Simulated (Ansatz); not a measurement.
**Basis or method: atomization of H₃Si–Ge**

H3Si–Ge, doublet; coordinates (Å): Si -0.006 0.000 1.693; Ge -0.001 0.000 -0.747; H 1.462 0.000 1.996; H -0.595 1.204 2.347; H -0.595 -1.204 2.347. Quantity: atomization.

Ansatz 0.2.0, basis cc-pVDZ or cc-pVTZ; geometries are PBE0/def2-TZVP minima. Wave-function levels freeze the cores with the filled d shells of p-block atoms; HF, MP2 and coupled cluster are restricted for singlets and unrestricted otherwise, atoms included, restricted open-shell where a d shell is frozen, Kohn–Sham unrestricted where that lies lower. The reference is CCSDT(Q) (coupled cluster only where its series has nearly closed). Semilocal and hybrid functionals correlate all electrons outside any core potential and usually lie nearer their basis limit than the reference, so part of their error here is the reference's basis and frozen-core error; RPA and the MP2 part of double hybrids freeze the same cores as the reference. None of these values is a measured one. Energies are electronic, without zero-point terms. No spin–orbit coupling and no scalar relativity. The species are chosen: bound, without strong static correlation by their natural occupations or amplitudes, in their lowest spin state as far as vertical gaps and like structures tell, and with a ladder that closes on the reference, so errors are smaller than for species at large; levels whose determinant breaks symmetry or spin markedly are left out.

```
    level   cc-pVDZ (kJ/mol)   cc-pVTZ (kJ/mol)
reference  1077.3 (CCSDT(Q))  1148.9 (CCSDT(Q))
     CCSD             1066.7             1137.4
  CCSD(T)             1075.7             1147.9
      PBE             1147.9             1164.3
     PBE0             1143.1             1160.6
  wB97M-V             1171.7             1180.8
   B2PLYP             1125.5             1161.1
  RPA-PBE             1052.0             1103.0
```

From cc-pVDZ to cc-pVTZ the reference moves by 71.6 kJ/mol and PBE by 16.4; the step from CCSD(T) to the reference is 1.6 in the first and 1.0 in the last.
